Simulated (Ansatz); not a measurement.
Ideal-gas functions of C$_{2}$H$_{4}$F$_{2}$, SMILES `CC(F)F` at 600 K and 1 bar, from an Ansatz frequency run at PBE0-D4/def2-TZVP.

Molar mass 66.05 g/mol, point group Cs (symmetry number 1), electronic degeneracy 1, moments of inertia 52.96, 56.02, 97.147 u Å². Harmonic wavenumbers (cm⁻¹, unscaled): 234, 384, 470, 573, 882, 957, 1155, 1159, 1169, 1384, 1386, 1434, 1477, 1477, 3072, 3075, 3160, 3162.

Use S(trans) = R[1.5 ln M + 2.5 ln T − 1.1517]; rotational temperatures θ = 24.2544 K / I; S(rot) = R[ln(√π/σ · √(T³/θAθBθC)) + 1.5]; for each mode x = 1.438777 ν̃/T, S = R[x/(eˣ − 1) − ln(1 − e⁻ˣ)] and H = RT x/(eˣ − 1); 1 cm⁻¹ = 0.0119627 kJ/mol; R = 8.31446 J/(mol·K).

Question: By hand: the entropy, in J/(mol·K).

Answer: Translation 175.7. Rotation: θ = 0.458, 0.433, 0.2497 K, giving 109.5. Vibration, mode by mode: 13.23, 9.29, 7.75, 6.30, 3.48, 3.02, 2.08, 2.06, 2.02, 1.34, 1.34, 1.22, 1.12, 1.12, 0.04, 0.04, 0.04, 0.04, in all 55.5. Electronic 0.0. Sum 340.7 J/(mol·K).

Question: By hand: H − E and G − E in kJ/mol, counted from the electronic energy.

Answer: Zero-point energy ½ × 26610 × 0.0119627 = 159.2; thermal vibration 20.2; translation, rotation and pV give 4 RT = 20.0. H − E = 199.4 kJ/mol, and G − E = 199.4 − 600 × 340.7/1000 = -5.0 kJ/mol.

Vibration gives 16 % of the entropy.
